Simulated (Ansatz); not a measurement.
A structure relaxed at PBE0-D4/def2-TZVP, charge 0, multiplicity 1:

```
atom   x (Å)   y (Å)   z (Å)
  C1  -2.135  -1.072  -0.329
  C2  -0.711  -0.846   0.015
  N3  -0.244   0.304   0.255
  C4   1.103   0.403   0.648
  C5   1.863   1.459  -0.096
  O6   1.568  -0.256   1.545
  H7  -2.217  -1.544  -1.313
  H8  -2.580  -1.770   0.388
  H9  -2.690  -0.135  -0.324
 H10  -0.061  -1.730   0.060
 H11   2.911   1.438   0.194
 H12   1.762   1.311  -1.174
 H13   1.432   2.437   0.130
```

(1) Give its formula and SMILES.

(2) Point group (tolerance 0.08 Å, 0.16 Å for H)?

(3) Summarise the bond lengths by kind.

## Answers

(1) C4H7NO, `C/C=N/C(C)=O`.

(2) C1.

(3) 2 × C–C 1.482 to 1.499 Å; 7 × C–H 1.088 to 1.098 Å; 2 × C–N 1.265 to 1.406 Å; 1 × C–O 1.206 Å.

Computed with Ansatz.
